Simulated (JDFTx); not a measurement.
Input for a modified build of JDFTx: benzene, C6H6 (SMILES c1ccccc1), charge 0, multiplicity 1, CANDLE, water, 2 M NaCl; lengths in bohr, energies in hartree. The run starts from orbitals saved by an earlier run of the same system.

```
lattice \
  23.1491450267 0.0000000000 0.0000000000 \
  0.0000000000 23.6215765578 0.0000000000 \
  0.0000000000 0.0000000000 14.6453774658
coords-type Cartesian
ion C -0.5511440745 2.5577268963 0.0006509026 0
ion C 1.9397330263 1.7562508208 0.0005025978 0
ion C 2.4907586679 -0.8014469660 0.0003092752 0
ion C 0.5511973658 -2.5576470916 -0.0000565494 0
ion C -1.9393357487 -1.7561565763 -0.0001899339 0
ion C -2.4907688796 0.8017238127 0.0004062274 0
ion H -0.9810790248 4.5535802143 -0.0004304677 0
ion H 3.4533012525 3.1265225780 -0.0006509026 0
ion H 4.4342940667 -1.4271182594 -0.0005752100 0
ion H 0.9814968337 -4.5535802143 0.0000503640 0
ion H -3.4527778606 -3.1267827329 -0.0003453112 0
ion H -4.4342940667 1.4270079256 -0.0005462928 0
ion-species pseudo/c_pbe_v1.2.upf
ion-species pseudo/h_pbe_v1.4.upf
elec-cutoff 20 100
elec-ex-corr gga-PBE
symmetries none
elec-n-bands 18
converge-empty-states yes
electronic-scf nIterations 100 energyDiffThreshold 1e-8
fluid LinearPCM
pcm-variant CANDLE
fluid-solvent H2O
fluid-cation Na+ 2
fluid-anion Cl- 2
fluid-minimize nIterations 400 knormThreshold 1e-11
wavefunction read s0.wfns
dump-name s1.$VAR
dump End State Ecomponents EigStats BandEigs Forces ElecDensity IonicPositions FluidDebug
```

The log closes as follows.

```
[...]
SCF: Cycle: 13   Etot: -37.778440745591652   dEtot: -1.582e-09   |Residual|: 4.964e-05   |deigs|: 1.771e-05
SCF: Cycle: 14   Etot: -37.778440747649697   dEtot: -2.058e-09   |Residual|: 4.213e-05   |deigs|: 9.328e-06
SCF: Converged (|Delta E|<1.000000e-08 for 2 iters).
Converging empty states (this may take a while): |deigs|: 7.080e-05

# Ionic positions in cartesian coordinates:
ion C  -0.551144074500000   2.557726896300000   0.000650902600000 0
ion C   1.939733026300000   1.756250820800000   0.000502597800000 0
ion C   2.490758667900000  -0.801446966000000   0.000309275200000 0
ion C   0.551197365800000  -2.557647091599999  -0.000056549400000 0
ion C  -1.939335748700000  -1.756156576300000  -0.000189933900000 0
ion C  -2.490768879600000   0.801723812700000   0.000406227400000 0
ion H  -0.981079024800000   4.553580214299999  -0.000430467700000 0
ion H   3.453301252500000   3.126522577999999  -0.000650902600000 0
ion H   4.434294066700000  -1.427118259400000  -0.000575210000000 0
ion H   0.981496833700000  -4.553580214299999   0.000050364000000 0
ion H  -3.452777860600000  -3.126782732900000  -0.000345311200000 0
ion H  -4.434294066700000   1.427007925600000  -0.000546292800000 0

# Forces in Cartesian coordinates:
force C  -0.000656760906425   0.003333278905355  -0.000028869625076 0
force C   0.002439573151585   0.002296477894632  -0.000022526981776 0
force C   0.003269156581611  -0.001084341394528  -0.000023548785748 0
force C   0.000779211314736  -0.003359230460986   0.000024358949938 0
force C  -0.002628464283505  -0.002272114245569   0.000037705996194 0
force C  -0.003163721485437   0.000955207481511  -0.000034400028236 0
force H  -0.001997770508068   0.009240249015448   0.000020903273939 0
force H   0.006991939470125   0.006355619202731   0.000018926488805 0
force H   0.008944891018492  -0.002883196652706   0.000013682800883 0
force H   0.001973618133100  -0.009181872686061  -0.000013403357782 0
force H  -0.006970074784730  -0.006306970731118  -0.000009654041170 0
force H  -0.008981632002858   0.002906936724524   0.000016456383592 0

# Energy components:
   A_diel =       -0.0027384234190241
   Eewald =       45.3433482943028281
       EH =       74.3151486359913065
     Eloc =     -171.9548979740557684
      Enl =        4.7017189113563740
      Exc =      -13.0224269973776838
 Exc_core =        0.2020565840882795
       KE =       22.6393502214639888
-------------------------------------
     Etot =      -37.7784407476496966


	eMin: -0.779507 at state 0 ( [ +0.000000 +0.000000 +0.000000 ] spin 0 )
	HOMO: -0.231100 at state 0 ( [ +0.000000 +0.000000 +0.000000 ] spin 0 )
```

The run took 15 electronic cycles (a count that differs between repeats, as do the digits past 10⁻⁶ Ha); the highest occupied level lies at -6.29 eV from the bulk liquid; the total lies -0.04 eV from the vacuum run at this geometry.
